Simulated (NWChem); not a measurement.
**One shape, several levels: N2O (nitrous oxide)**

Wanted: a comparison of 3 runs (HF/cc-pVTZ, MP2/cc-pVTZ, CCSD/cc-pVTZ) of N2O (nitrous oxide). 

The results are computed with NWChem 7.3.0.

**1. The molecule**

N2O: 3 atoms, total charge 0, spin state singlet. SMILES: `N#[N+][O-]`. The N2–O3 distance was set to 2.584 Å, away from the relaxed value. At this shape a bond of the SMILES string is far longer than usual.

Bond lengths: N1–N2 1.118 Å.

**2. A single-point energy at HF/cc-pVTZ (run 1)**

The input, n2o.xyz:

```xyz
3
N2O
N     -1.145919     2.242498    -0.376106
N     -0.642619     1.257698    -0.211006
O      0.520100    -1.017800     0.170700
```

The input, run.py:

```python
from ase.io import read
from ase.calculators.nwchem import NWChem

atoms = read('n2o.xyz')

calc = NWChem(
    label='n2o',
    theory='scf',
    memory='2200 mb',
    basis='cc-pVTZ',
    basispar='spherical bse',
    scf={'nopen': '0', 'rhf': None, 'thresh': '1e-08', 'maxiter': '80'},
    task='energy',
)
atoms.calc = calc

print(f"energy = {atoms.get_potential_energy():.6f} eV")
print("dipole (e A):", atoms.get_dipole_moment().round(4))
```

Run with:

```bash
$ export ASE_NWCHEM_COMMAND="nwchem PREFIX.nwi > PREFIX.nwo"
$ python run.py
```

The program printed:

```text
energy = -4997.776006 eV
dipole (e A): [-0.0242  0.0473 -0.0079]
```

The calculator wrote n2o.nwi:

```
title "n2o"

permanent_dir n2o

scratch_dir n2o

start n2o

geometry units angstrom nocenter noautosym noautoz
  N  -1.1459189999999999e+00 2.2424979999999999e+00 -3.7610600000000000e-01
  N  -6.4261900000000005e-01 1.2576980000000000e+00 -2.1100600000000000e-01
  O  5.2010000000000001e-01 -1.0178000000000000e+00 1.7069999999999999e-01
end

memory 2200 mb

basis spherical bse noprint
   * library cc-pVTZ
end

scf
  nopen 0
  rhf
  thresh 1e-08
  maxiter 80
end

task scf energy
```

n2o.nwo:

```text
Northwest Computational Chemistry Package (NWChem) 7.3.0
             --------------------------------------------------------

           Job information
           ---------------

    nwchem branch   = 7.3.0
    use scalapack   = T
    input           = n2o.nwi
    prefix          = n2o.
    data base       = n2o/n2o.db
    status          = startup
    nproc           =        1

           Memory information
           ------------------

[... 5 lines left out ...]
    hardfail = no
[... 35 lines left out ...]
            Nuclear Dipole moment (a.u.)
[... 59 lines left out ...]
 2-e energy   =     109.341675
[... 10 lines left out ...]
 Final Fock-matrix accuracy:          1.000E-10
[... 21 lines left out ...]
       Final RHF  results
[... 4 lines left out ...]
      Two-electron energy =    109.079100255821
[... 30 lines left out ...]
                       ROHF Final Molecular Orbital Analysis
[... 175 lines left out ...]
       Multipole analysis of the density wrt the origin
       ------------------------------------------------

     L   x y z        total         open         nuclear
     -   - - -        -----         ----         -------
     0   0 0 0     -0.000000      0.000000     22.000000

     1   1 0 0     -0.045674      0.000000    -15.796155
[... 8 lines of this table left out ...]
     2   0 0 2    -11.960097      0.000000      5.481451

 Task  times  cpu:       22.9s     wall:       22.9s
 Total times  cpu:       22.9s     wall:       22.9s
```

Wall time 24 s (1 thread of Intel Xeon 6975P-C (Granite Rapids), shared host); peak memory 0.1 GiB.

**3. A single-point energy at MP2/cc-pVTZ (run 2)**

The input, m1.xyz:

```xyz
3

N     -1.145919     2.242498    -0.376106
N     -0.642619     1.257698    -0.211006
O      0.520100    -1.017800     0.170700
```

The input, run.py:

```python
from ase.io import read
from ase.calculators.nwchem import NWChem

system = read('m1.xyz')

calc = NWChem(
    label='m1',
    theory='mp2',
    memory='2200 mb',
    basis='cc-pVTZ',
    basispar='spherical bse',
    scf={'nopen': '0', 'rhf': None, 'thresh': '1e-08', 'maxiter': '80', 'print': 'low'},
    mp2={'freeze': 'core 3', 'tight': None},
    task='energy',
)
system.calc = calc

e = system.get_potential_energy()
print(f"E = {e:.6f} eV")
```

Run with:

```bash
$ export ASE_NWCHEM_COMMAND="nwchem PREFIX.nwi > PREFIX.nwo"
$ python run.py
```

The program printed:

```text
E = -5012.659184 eV
```

The calculator wrote m1.nwi:

```
title "m1"

permanent_dir m1

scratch_dir m1

start m1

geometry units angstrom nocenter noautosym noautoz
  N  -1.1459189999999999e+00 2.2424979999999999e+00 -3.7610600000000000e-01
  N  -6.4261900000000005e-01 1.2576980000000000e+00 -2.1100600000000000e-01
  O  5.2010000000000001e-01 -1.0178000000000000e+00 1.7069999999999999e-01
end

memory 2200 mb

basis spherical bse noprint
   * library cc-pVTZ
end

scf
  nopen 0
  rhf
  thresh 1e-08
  maxiter 80
  print low
end
mp2
  freeze core 3
  tight
end

task mp2 energy
```

m1.nwo:

```text
Northwest Computational Chemistry Package (NWChem) 7.3.0
             --------------------------------------------------------

           Job information
           ---------------

    nwchem branch   = 7.3.0
    use scalapack   = T
    input           = m1.nwi
    prefix          = m1.
    data base       = m1/m1.db
    status          = startup
    nproc           =        1

           Memory information
           ------------------

[... 5 lines left out ...]
    hardfail = no
[... 80 lines left out ...]
  ga_iter_lsolve: convergence stagnant ... aborting solve
[... 2 lines left out ...]
       Final RHF  results
[... 3 lines left out ...]
      One-electron energy =   -335.407087970018
[... 1 line left out ...]
 Nuclear repulsion energy =     42.663105607629
[... 43 lines left out ...]
          ---------------------------------------------------
                    Spin Component Scaled (SCS) MP2
          Same spin pairs                     -0.129010310636
          Same spin scaling factor             0.333333333333
          Opposite spin pairs                 -0.417936377697
          Opposite spin scaling fact.          1.200000000000
          SCS-MP2 correlation energy          -0.544527090115
          Total SCS-MP2 energy              -184.209409196683
          ---------------------------------------------------

 -----------------------
 Task  times  cpu:       23.8s     wall:       23.8s
 Total times  cpu:       23.8s     wall:       23.8s
```

Wall time 25 s (1 thread of Intel Xeon 6975P-C (Granite Rapids), shared host); peak memory 0.2 GiB.

**4. A single-point energy at CCSD/cc-pVTZ (run 3)**

The input, struct.nw:

```
start struct
memory stack 880 mb heap 220 mb global 1100 mb

geometry units angstroms noautosym nocenter noautoz
 N       -1.145919       2.242498      -0.376106
 N       -0.642619       1.257698      -0.211006
 O        0.520100      -1.017800       0.170700
end

basis spherical bse
 * library cc-pVTZ
end

scf
 thresh 1e-08
 maxiter 80
 print low
end

ccsd
 freeze core 3
 maxiter 60
end

task ccsd energy
```

Run with:

```bash
$ nwchem struct.nw > struct.out
```

The program printed:

```text
[...]
  functions       =    90
[...]
  wavefunction    = RHF
[...]
         Total SCF energy =   -183.664882106575
      One-electron energy =   -335.407087970086
      Two-electron energy =    109.079100255882
 Nuclear repulsion energy =     42.663105607630
        Time for solution =     22.7s
[...]
 Total MP2 energy:           -184.211828794906467
[...]
             energy      energy      error      ampl     ampl      Block
                                                time     time      time
[...]
 Total CCSD energy:           -184.239763987010207
[...]
```

It took 1.9 min on 1 thread of Intel Xeon 6975P-C (Granite Rapids), shared host; peak memory 0.17 GiB.

**5. All runs side by side**

```
run         level  module  frozen core orbitals  energy (Eh)  wall time
  1    HF/cc-pVTZ     scf                     –  -183.664882       24 s
  2   MP2/cc-pVTZ     mp2                     3  -184.211829       25 s
  3  CCSD/cc-pVTZ    ccsd                     3  -184.239764    1.9 min
```

**6. Results**

| quantity | value |
| --- | --- |
| run 3: total energy | -184.23976 Eh |
| run 3: correlation energy (3 core orbitals frozen) | -574.9 mEh |

Below the HF energy at the same shape and in the same basis (cc-pVTZ): MP2 -546.9 mEh; CCSD -574.9 mEh. In runs 1, 2, 3 a closed-shell determinant meets a far-stretched bond, which it describes badly. All runs together took 2.7 min, the longest 1.9 min.
